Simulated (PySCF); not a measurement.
CH2F2, SMILES FCF. Geometry optimised at PBE-D3(BJ)/def2-TZVP.

Calculation: PBE-D3(BJ)/def2-TZVP (PySCF).

Harmonic wavenumbers (cm⁻¹): 507, 1039, 1076, 1141, 1219, 1402, 1472, 2962, 3031. Rotational constants (GHz): 48.75, 10.34, 9.054; symmetry number 2.

Work out the zero-point energy and the ideal-gas rigid-rotor harmonic-oscillator thermochemistry at 298.15 K and 1 atm.

ZPE = ½ Σ hcν = ½ × 13849 cm⁻¹ = 82.83 kJ/mol. H − E(el) = 93.61 kJ/mol. Entropy in J/(mol K): translation 158.03, rotation 85.37, vibration 3.82, total 247.22. G − E(el) = 19.90 kJ/mol. Cp = 43.72 J/(mol K).
